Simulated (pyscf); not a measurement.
Optimised with ωB97X-D3(BJ)/def2-SVPD in PySCF.

Question: PBE/def2-TZVPD puts the barrier of chloride (Cl⁻) + H₃C–CH₂–Br → chloroethane (H₃C–CH₂–Cl) + bromide (Br⁻) (substitution at C; singlet surface; Br–C broken, C–Cl formed) at -4.8 kcal/mol and the reaction energy at -8.3 kcal/mol, from the separated reactants. What do r²SCAN/def2-TZVPD, PBE0-D3(BJ)/def2-TZVPD, ωB97M-D3(BJ)/def2-TZVPD give on the same structures?

Answer: r²SCAN: ΔE‡ = -5.2 kcal/mol, ΔE = -8.8 kcal/mol; PBE0-D3(BJ): ΔE‡ = -1.9 kcal/mol, ΔE = -8.9 kcal/mol; ωB97M-D3(BJ): ΔE‡ = 1.0 kcal/mol, ΔE = -8.8 kcal/mol. PBE's barrier lies among them. Its reaction energy lies over all of them, by 0.6 to 0.6 kcal/mol. On the reactant side the descent ends in a bound adduct, 12.0 kcal/mol under the separated species and 14.3 kcal/mol under the saddle at ωB97X-D3(BJ)/def2-TZVPD. On the product side the descent ends in a complex, 6.6 kcal/mol under the separated species and 17.0 kcal/mol under the saddle at ωB97X-D3(BJ)/def2-TZVPD. At PBE, r²SCAN, PBE0-D3(BJ) the saddle lies under the separated reactants, which points to a path from their complex (located at ωB97X-D3(BJ) alone). One saddle was located; it need not be the lowest between these sides. The angle at the attacked C is 164°. Elements up to Kr have no core potential and no relativistic terms here.
